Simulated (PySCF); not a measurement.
**Frontier orbitals and the lowest excitations**

Species: C5H7F.
Geometry (GFN2-xTB, Å), atoms numbered from 1 in this order:
```xyz
13
C5H7F angstrom
C      2.738   -0.214    0.035
C      1.327    0.019    0.255
C      0.161    0.218    0.446
C     -1.253    0.452    0.666
C     -2.080   -0.195   -0.442
F     -3.419    0.032   -0.225
H      3.310    0.133    0.896
H      3.072    0.323   -0.852
H      2.922   -1.279   -0.106
H     -1.552    0.033    1.631
H     -1.451    1.528    0.683
H     -1.940   -1.281   -0.463
H     -1.839    0.232   -1.421
```

Method: TDDFT wB97X-D/def2-SVPD, vertical, gas phase, core orbitals frozen in the response in PySCF 2.14.0, density-fitted response routines.

Kohn–Sham orbitals with the atoms that hold most of them (Löwdin shares over 4%, at most four atoms; ? is withheld):

```tsv
orbital	ε (eV)	atoms
HOMO-3	-12.06	F6 47%, C5 18%, C4 16%, C3 5%
HOMO-2	-11.62	F6 40%, C5 25%, H13 12%, H12 12%
HOMO-1	-9.39	?
HOMO	-9.34	C2 37%, C3 37%, C4 8%, C1 8%
LUMO	2.19	?
LUMO+1	2.75	C1 18%, C5 16%, C4 12%, H7 10%
LUMO+2	3.15	C5 18%, F6 14%, C3 14%, C2 13%
```

**Question.** Give the leading atoms of the HOMO-1.

**Answer.** C3 (bonded to 2 C) 36%; C2 (bonded to 2 C) 36%; C1 (bonded to C and 3 H) 7%; C4 (bonded to 2 C and 2 H) 7%.

**Question.** Which atoms hold the LUMO, and with what shares?

**Answer.** C1 (bonded to C and 3 H) 23%; C2 (bonded to 2 C) 20%; C3 (bonded to 2 C) 15%; C4 (bonded to 2 C and 2 H) 7%.

**Question.** How does S1 compare with the orbital gap of 11.54 eV?

**Answer.** S1 is at 6.71 eV (f = 0.0000), 4.82 eV below the gap, made of HOMO→LUMO+2 (39%), HOMO-1→LUMO+3 (17%), HOMO→LUMO+4 (16%). Its leading pair isn't HOMO and LUMO; the energies of that pair differ by 12.50 eV. 

**Question.** Give energy, strength and leading configuration of S4, S5 and S7, and follow the Löwdin shares of the leading atoms from the occupied to the empty orbital.

**Answer.** 
- S4 (7.20 eV, f 0.017), HOMO→LUMO (76%): C2 37% → 20%, C3 37% → 15%, C1 8% → 23%
- S5 (7.26 eV, f 0.018), HOMO-1→LUMO (82%): C3 36% → 15%, C2 36% → 20%, C1 7% → 23%
- S7 (8.42 eV, f 0.034), HOMO-1→LUMO+1 (77%): C3 36% → at most 11%, C2 36% → at most 11%, C1 7% → 18%, C5 at most 7% → 16%

Löwdin shares depend on the basis, the more so with diffuse functions.

One conformer stands for the species.
